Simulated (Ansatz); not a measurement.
sulfur dioxide (SMILES O=S=O) moved off its minimum; all values from Ansatz (a quantum-chemistry and plane-wave program), cores frozen in correlated methods.
(charge 0, multiplicity 1)
```xyz
3

O     -1.20941     0.39733     0.00903
S     -0.02087    -0.38589     0.01374
O      1.25723     0.35083    -0.00820
```

Forces at r2SCAN/def2-TZVPP (eV/Å):

```json
[
 {"atom": "O1", "Fx": "-1.234", "Fy": "0.492", "Fz": "0.001"},
 {"atom": "S2", "Fx": "2.700", "Fy": "0.652", "Fz": "-0.031"},
 {"atom": "O3", "Fx": "-1.466", "Fy": "-1.144", "Fz": "0.030"}
]
```

Give the forces (eV/Å), the total energy and the dipole at CCSD(T)/aug-cc-pV(T+d)Z.


| atom | Fx | Fy | Fz |
|---|---|---|---|
| O1 | -1.342 | 0.507 | 0.001 |
| S2 | 2.709 | 0.632 | -0.031 |
| O3 | -1.367 | -1.139 | 0.029 |
Energy -548.0043 hartree, dipole 1.81 D.

Doubts at one or more of the structures used: a restricted determinant that unrestricted orbitals would lower (CCSD(T)/aug-cc-pV(T+d)Z).
